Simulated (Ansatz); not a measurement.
# A workflow on CH3F (fluoromethane)

We compute a geometry optimisation (singlet CH3F, HF/STO-3G), then vibrational wavenumbers (singlet CH3F, HF/STO-3G), then the energy (singlet CH3F, rPW86-PBE-D3(BJ)-ATM/def2-SVP), then the energy (doublet CH3F+, U-rPW86-PBE-D3(BJ)-ATM/def2-SVP), then a geometry optimisation (doublet CH3F+, UHF/STO-3G) of CH3F. 

The calculation is run with Ansatz 0.2.0.

### 1 The system as given

The species is CH3F (5 atoms), meant as a singlet with charge 0. As SMILES, `CF`. All atoms were displaced at random from a relaxed shape. The run starts from this shape.

Bond lengths: C1–F2 1.378 Å, C1–H3 0.950 Å, C1–H4 1.091 Å, C1–H5 1.227 Å. Angles: F2–C1–H3 116.6°, F2–C1–H4 105.2°, F2–C1–H5 107.1°, H3–C1–H4 114.2°, H3–C1–H5 111.5°, H4–C1–H5 100.7°.

### 2 A structure relaxation at HF/STO-3G (run 1)

Contents of in.yaml:

```yaml
crystal:
  periodic: [false, false, false]
  atoms:
    - {symbol: C, position_ang: [-0.102532, -0.041338, -0.090752]}
    - {symbol: F, position_ang: [1.112333, -0.670959, -0.250629]}
    - {symbol: H, position_ang: [-0.876630, -0.587777, -0.152509]}
    - {symbol: H, position_ang: [-0.086696, 0.793814, -0.792463]}
    - {symbol: H, position_ang: [-0.060154, 0.558296, 0.978493]}
basis:
  gaussian:
    orbitals: STO-3G
hamiltonian:
  xc: hf
relax: {}
```

Launch:

```sh
$ ansatz run in.yaml --threads 1 --pin off --max-ram 2610MiB --events-out events.jsonl --progress --plain --runs-dir runs
```

The program printed:

```text
Warning: RAYON_NUM_THREADS=1 ignored (pool sized by the plan → 1); use --threads N
The last accepted step is kept in runs//last_step.txt (removed where the run ends without a failure and the disk answers)
[... 49 lines left out ...]
Total energy: -3732.56016477 eV, -137.1690560352 hartree
[... 5 lines left out ...]
Dipole moment:    -0.202192     0.126730     0.029269 e Å
```

Run time: 2.3 s. Hardware: 1 thread of Arm Neoverse N1, shared host.

The path in brief:

```
step  energy from the first frame kept (eV)  largest force (eV/Å)
   1                                 0.0000               13.8988
   2                                -1.0551                0.7109
   3                                -1.0720                0.6863
   4                                -1.0761                0.0514
   5                                -1.0762                0.0140
   6                                -1.0762                0.0027
```

After the run. Bond lengths: C1–F2 1.384 Å, C1–H3 1.097 Å, C1–H4 1.097 Å, C1–H5 1.097 Å. Angles: F2–C1–H3 110.6°, F2–C1–H4 110.6°, F2–C1–H5 110.6°, H3–C1–H4 108.3°, H3–C1–H5 108.3°, H4–C1–H5 108.3°.

### 3 The harmonic vibrations at HF/STO-3G (run 2)

Contents of input.yaml:

```yaml
crystal:
  periodic: [false, false, false]
  atoms:
    - {symbol: C, position_ang: [-0.040749, 0.034238, -0.056073]}
    - {symbol: F, position_ang: [1.122978, -0.695171, -0.224516]}
    - {symbol: H, position_ang: [-0.919631, -0.615870, -0.142367]}
    - {symbol: H, position_ang: [-0.117253, 0.819967, -0.817158]}
    - {symbol: H, position_ang: [-0.059023, 0.508871, 0.932253]}
basis:
  gaussian:
    orbitals: STO-3G
hamiltonian:
  xc: hf
phonons:
  amplitude: 0.01
  temperatures: {t_min: 100, t_max: 600, t_step: 100}
```

Launch:

```sh
$ ansatz run input.yaml --threads 1 --pin off --max-ram 2610MiB --events-out events.jsonl --progress --plain --runs-dir runs
```

The program printed:

```text
Warning: RAYON_NUM_THREADS=1 ignored (pool sized by the plan → 1); use --threads N
[... 169 lines left out ...]
Total energy: -3732.56015948 eV, -137.1690558408 hartree
[... 5 lines left out ...]
Dipole moment:    -0.202193     0.126730     0.029269 e Å
Vibrations: 1329.16 1329.25 1354.35 1783.49 1807.46 1807.86 3510.12 3683.38 3683.79 cm⁻¹, zero-point energy 1.257750 eV
```

Wall time 3.9 s (1 thread of Arm Neoverse N1, shared host).

### 4 The energy at rPW86-PBE-D3(BJ)-ATM/def2-SVP (run 3)

Contents of in.yaml:

```yaml
crystal:
  periodic: [false, false, false]
  atoms:
    - symbol: C
      position_ang: [-0.040749, 0.034238, -0.056073]
    - symbol: F
      position_ang: [1.122978, -0.695171, -0.224516]
    - symbol: H
      position_ang: [-0.919631, -0.615870, -0.142367]
    - symbol: H
      position_ang: [-0.117253, 0.819967, -0.817158]
    - symbol: H
      position_ang: [-0.059023, 0.508871, 0.932253]
basis:
  gaussian: {orbitals: def2-SVP}
output: {orbitals: {seedname: orbitals}}
hamiltonian: {xc: {name: rPW86-PBE}, dispersion: d3bjatm}
```

Launch:

```sh
$ ansatz run in.yaml --threads 1 --pin off --max-ram 2610MiB --events-out events.jsonl --progress --plain --runs-dir runs
```

The program printed:

```text
Warning: RAYON_NUM_THREADS=1 ignored (pool sized by the plan → 1); use --threads N
Functional definition: rPW86-PBE
  name "rPW86-PBE"
  exchange = rpw86_x
  correlation = pbe_c
480 factors; their error is unknown
mean field evaluation 1: about -3803.3091 eV, gradient 3.5e1 eV
mean field evaluation 2: about -3801.6185 eV, gradient 4.3e1 eV
mean field evaluation 4: about -3806.2577 eV, gradient 8.1e-1 eV
mean field evaluation 8: about -3806.2326 eV, gradient 2.4e-2 eV
mean field -3806.23260153 eV, -139.8764681491 hartree, gradient 1.5e-5 eV, S^2 0.000000; 0 other end points of the search recorded, 0 dependent functions left out
reference -3806.23266007 eV, -139.8764703004 hartree; 9, 9 occupied and 34, 34 virtual orbitals, 480 factors
Total energy: -3806.26675001 eV, -139.8777230827 hartree
```

Run time: 2 s. Hardware: 1 thread of Arm Neoverse N1, shared host.

### 5 The doublet cation: a single-point energy at U-rPW86-PBE-D3(BJ)-ATM/def2-SVP (run 4)

in.yaml, as its differences from that of step 4:

```diff
@@ -14,4 +14,10 @@
 basis:
-  gaussian: {orbitals: def2-SVP}
-output: {orbitals: {seedname: orbitals}}
-hamiltonian: {xc: {name: rPW86-PBE}, dispersion: d3bjatm}
+  gaussian:
+    orbitals: def2-SVP
+total_charge: 1
+magnetization:
+  spin_polarized: true
+  initial_magnetization: 1
+hamiltonian:
+  xc: {name: rPW86-PBE}
+  dispersion: d3bjatm
```

Launch:

```sh
$ ansatz run in.yaml --threads 1 --pin off --max-ram 2610MiB --events-out events.jsonl --progress --plain --runs-dir runs
```

The program printed:

```text
Warning: RAYON_NUM_THREADS=1 ignored (pool sized by the plan → 1); use --threads N
[... 4 set-up lines as earlier in the session ...]
480 factors; their error is unknown
mean field evaluation 1: about -3785.2584 eV, gradient 4.8e1 eV
mean field evaluation 2: about -3760.8744 eV, gradient 9.5e1 eV
mean field evaluation 4: about -3792.6528 eV, gradient 1.6e1 eV
mean field evaluation 8: about -3793.6537 eV, gradient 2.0e0 eV
mean field evaluation 16: about -3793.6745 eV, gradient 6.3e-2 eV
mean field evaluation 32: about -3793.6500 eV, gradient 3.5e-5 eV
mean field evaluation 64: about -3793.6412 eV, gradient 1.8e-1 eV
mean field -3793.64995118 eV, -139.4140642777 hartree, gradient 7.8e-7 eV, S^2 0.751668; 3 other end points of the search recorded, 0 dependent functions left out
reference -3793.65000373 eV, -139.4140662089 hartree; 9, 8 occupied and 34, 35 virtual orbitals, 480 factors
Total energy: -3793.68409368 eV, -139.4153189912 hartree
```

Run time: 19 s. Hardware: 1 thread of Arm Neoverse N1, shared host; peak memory 0.13 GiB.

### 6 The doublet cation: a structure relaxation at UHF/STO-3G (run 5)

Contents of molecule.yaml:

```yaml
crystal:
  periodic: [false, false, false]
  atoms:
    - {symbol: C, position_ang: [-0.040749, 0.034238, -0.056073]}
    - {symbol: F, position_ang: [1.122978, -0.695171, -0.224516]}
    - {symbol: H, position_ang: [-0.919631, -0.615870, -0.142367]}
    - {symbol: H, position_ang: [-0.117253, 0.819967, -0.817158]}
    - {symbol: H, position_ang: [-0.059023, 0.508871, 0.932253]}
basis:
  gaussian:
    orbitals: STO-3G
total_charge: 1
magnetization:
  spin_polarized: true
  initial_magnetization: 1
hamiltonian:
  xc: hf
relax: {}
```

Launch:

```sh
$ ansatz run molecule.yaml --threads 1 --pin off --max-ram 2610MiB --events-out events.jsonl --progress --plain --runs-dir runs
```

The program printed (excerpt; [...] marks lines left out):

```text
Warning: RAYON_NUM_THREADS=1 ignored (pool sized by the plan → 1); use --threads N
[... 1 set-up line as earlier in the session ...]
[... 101 lines left out ...]
Total energy: -3723.81489923 eV, -136.8476734543 hartree
[... 5 lines left out ...]
Dipole moment:    -0.188452     0.120647     0.031648 e Å
```

Run time: 5.7 s. Hardware: 1 thread of Arm Neoverse N1, shared host.

The path in brief:

| step | energy from the first frame kept (eV) | largest force (eV/Å) |
| --- | --- | --- |
| 1 | 0.0000 | 5.9363 |
| 2 | -0.3435 | 3.1381 |
| 3 | -0.4709 | 0.2726 |
| 4 | -0.4725 | 0.0608 |
| 5 | -0.4727 | 0.0540 |
| 6 | -0.4728 | 0.0319 |
| 7 | -0.4729 | 0.0389 |
| 8 | -0.4718 | 0.2100 |
| 9 | -0.4730 | 0.0345 |
| 10 | -0.4727 | 0.1176 |
| 11 | -0.4730 | 0.0199 |
| 12 | -0.4731 | 0.0141 |

After the run. Bond lengths: C1–F2 1.542 Å, C1–H3 1.105 Å, C1–H4 1.105 Å, C1–H5 1.107 Å. Angles: F2–C1–H3 103.4°, F2–C1–H4 103.3°, F2–C1–H5 101.0°, H3–C1–H4 116.2°, H3–C1–H5 115.0°, H4–C1–H5 114.9°.

### 7 Results

```
                                                                          quantity          value
                                         run 1, HF/STO-3G: total energy at the end  -137.16906 Eh
                                                   run 1, HF/STO-3G: dipole moment         1.15 D
                                        run 2, HF/STO-3G: largest force on an atom     0.003 eV/Å
                                      run 2, HF/STO-3G: lowest harmonic wavenumber      1329 cm⁻¹
                                     run 2, HF/STO-3G: highest harmonic wavenumber      3684 cm⁻¹
                                               run 2, HF/STO-3G: zero-point energy   121.4 kJ/mol
                                run 3, rPW86-PBE-D3(BJ)-ATM/def2-SVP: total energy  -139.87772 Eh
                                 run 3, rPW86-PBE-D3(BJ)-ATM/def2-SVP: HOMO energy       -7.67 eV
                                 run 3, rPW86-PBE-D3(BJ)-ATM/def2-SVP: LUMO energy        1.35 eV
                               run 3, rPW86-PBE-D3(BJ)-ATM/def2-SVP: HOMO–LUMO gap        9.02 eV
                           run 3, rPW86-PBE-D3(BJ)-ATM/def2-SVP: dispersion energy   -3.29 kJ/mol
                                               doublet cation, run 4: total energy  -139.41532 Eh
                                          doublet cation, run 4: dispersion energy   -3.29 kJ/mol
                                                       doublet cation, run 4: ⟨S²⟩          0.752
                                    doublet cation, run 5: total energy at the end  -136.84767 Eh
                                                       doublet cation, run 5: ⟨S²⟩          0.754
 vertical ionisation energy (to the doublet cation), rPW86-PBE-D3(BJ)-ATM/def2-SVP      12.583 eV
adiabatic ionisation energy (to the doublet cation, no zero-point term), HF/STO-3G       8.745 eV
```

**Reading.** At rPW86-PBE-D3(BJ)-ATM/def2-SVP: the vertical ionisation energy comes to 12.58 eV (290 kcal/mol). −ε(HOMO) before ionisation, 7.67 eV, is 4.91 eV below this ionisation energy. At HF/STO-3G: the adiabatic ionisation energy (to the doublet cation, no zero-point term) is 8.75 eV (844 kJ/mol). In a minimal basis such a difference can be off by several eV, whatever the method. The optimisation (run 1, HF/STO-3G) took 5 steps and changed the energy by -1.076 eV. All 9 modes (run 2, HF/STO-3G) are real, so the shape is a minimum at this level.
